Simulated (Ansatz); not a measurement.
Process, species as SMILES: C(F)(F)(F)F + 4 [H][H] (H2) → C (CH4) + 4 F (HF)
B3LYP-D3(BJ)/def2-TZVP geometries, fixed; electronic energies without zero-point terms.
Largest species:
```
C
F 1 1.3260
F 1 1.3260 2 109.47
F 1 1.3260 2 109.47 3 120.00
F 1 1.3260 2 109.47 4 120.00
```

How fast the energy of full hydrogenation converges with the basis for several methods (Ansatz, a first-principles code): deviation from each method's own reference, in kcal/mol. References: CCSD(T) -69.75 kcal/mol, Hartree-Fock in cc-pVQZ plus the correlation part extrapolated as X^-3 from cc-pVTZ and cc-pVQZ; HF -66.00 kcal/mol, the value in aug-cc-pVQZ; MP2 -74.83 kcal/mol, Hartree-Fock in aug-cc-pVQZ plus the correlation part extrapolated as X^-3 from aug-cc-pVTZ and aug-cc-pVQZ; PBE -66.75 kcal/mol, the value in aug-cc-pVQZ; PBE0 -69.03 kcal/mol, the value in aug-cc-pVQZ; r2SCAN -59.39 kcal/mol, the value in aug-cc-pVQZ. Cartesian d functions, on some or all atoms, in 6-31G**; all else is spherical. In correlated methods cores are frozen. No added dispersion term, no relativity. 

| basis | functions | CCSD(T) | HF | MP2 | PBE | PBE0 | r2SCAN |
|---|---|---|---|---|---|---|---|
| pcseg-0 | 45 | 51.59 | 19.76 | 53.67 | 68.54 | 51.75 | 49.27 |
| pcseg-1 | 70 | 6.30 | -2.33 | 8.58 | 23.34 | 14.83 | 12.88 |
| def2-SVP | 70 | 19.93 | 9.83 | 22.80 | 39.43 | 29.23 | 26.80 |
| cc-pVDZ | 70 | 16.23 | 5.46 | 19.19 | 37.00 | 26.65 | 23.81 |
| 6-31G** | 75 | 30.83 | 16.89 | 33.86 | 45.45 | 35.22 | 33.35 |
| 6-311G** | 90 | 10.17 | 1.58 | 12.16 | 22.40 | 15.10 | 13.38 |
| pcseg-2 | 150 | 1.26 | -0.04 | 1.87 | 2.17 | 1.12 | 0.84 |
| def2-TZVPP | 155 | 1.91 | 0.46 | 3.03 | 5.57 | 3.46 | 3.10 |
| def2-TZVP | 155 | 12.15 | 5.24 | 13.22 | 11.46 | 9.02 | 8.75 |
| def2-TZVPD | 197 | 6.43 | 2.31 | 6.90 | 2.99 | 2.79 | 2.91 |
| def2-TZVPPD | 197 | -1.17 | -1.13 | -0.47 | -0.82 | -0.89 | -0.95 |
| cc-pVQZ | 275 | 1.51 | 1.24 | 2.47 | 5.87 | 3.90 | 3.66 |

Mean absolute deviation over 6-311G**, pcseg-2, def2-TZVPP, def2-TZVP, def2-TZVPD, def2-TZVPPD: HF 1.79, r2SCAN 4.99, PBE0 5.40, CCSD(T) 5.52, MP2 6.27, PBE 7.57 kcal/mol.
